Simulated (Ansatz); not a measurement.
A made-up structure of Si$_{2}$H$_{3}$S, doublet:

```xyz
6
angstrom
Si -1.1154 1.2081 -0.3415
Si 0.6944 0.3002 0.4012
S -1.1439 -0.9227 -0.0396
H -1.3190 -1.5962 -1.2081
H 1.8648 0.4445 -0.4964
H 1.0368 0.6342 1.8026
```

It is relaxed with PBE-D4/def2-SVP and then PBE0-D4/def2-TZVP (Ansatz 0.2.0). Atoms count as bonded within 1.22 times the sum of their covalent radii (H–H: 0.88 Å). The end point is not checked to be a true minimum.

Q: Does its bonding change? (A judgement: the text doesn't fix the answer.)

A: Computed: No: no bond forms or breaks.

Where it ends: The first stage lowers the energy by 1.30 eV in 8 steps. It ends as Si₂H₃S ([Si]1[SiH2][SH]1):
Si1  (-1.418, 1.425, -0.397)
Si2  (0.590, 0.540, 0.325)
S3  (-1.109, -0.906, 0.110)
H4  (-0.759, -1.394, -1.098)
H5  (1.672, 0.016, -0.557)
H6  (1.041, 0.387, 1.736)
(Å)

Labels in which every atom is bracketed show which atoms are joined, not bond orders.

For scale, one of the runs: PBE0-D4/def2-TZVP relaxation, 129 basis functions, launched by `ansatz run in.yaml --threads 2 --pin off --events-out ev --progress --plain --max-ram 4352MiB`. Hardware: 2 CPU threads of an Arm Neoverse V2, shared host. Wall time about 22 s.
